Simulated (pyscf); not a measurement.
HC≡CH (SMILES C#C) + H₃C–OH (SMILES CO) → H₂C=CH–CH₂–OH (SMILES C=CCO), an addition across a multiple bond or ene-type step (singlet surface; C–H broken, C–C, C–H formed). Single points on ωB97X-D3(BJ)/def2-SVP structures (PySCF, gas phase). Correlated levels are frozen-core, on RHF or UHF. ΔMP2 is the change of the MP2 total energy from the triple- to the quadruple-zeta basis. Energies in kJ/mol from the separated reactants.

Small-basis levels: PySCF, no dispersion term, spherical d functions. 

Question: Quick HF/6-31G* single points give ΔE‡ = 373.7 kJ/mol and ΔE = -171.3 kJ/mol. What does CCSD(T)/def2-TZVPP + ΔMP2(QZVPP) give, and how far is the quick result from it?

Answer: CCSD(T)/def2-TZVPP + ΔMP2(QZVPP) gives ΔE‡ = 303.7 kJ/mol and ΔE = -166.8 kJ/mol. HF/6-31G* lies 70.0 kJ/mol over it in the barrier and 4.5 kJ/mol under it in the reaction energy, so on this step it does not hold to within 12.6 kJ/mol. CCSD(T)/def2-TZVPP + ΔMP2(QZVPP) has limits of its own. At the saddle there is also a short C–H contact that neither side keeps. From the product side, •H₂C–CH=CH₂ + OH• lies, by one bond made or cut, 117.0 kJ/mol under this saddle at ωB97M-D3(BJ). H₂C=CH–CH₂–OH lies 44.3 kJ/mol over its isomer H₂C=C(CH₃)–OH (electronic energy, ωB97M-D3(BJ)). This is the saddle that the search found; another between the same sides may lie lower. The CCSD(T) − MP2 part came from Ansatz, without density fitting, on the same reference.
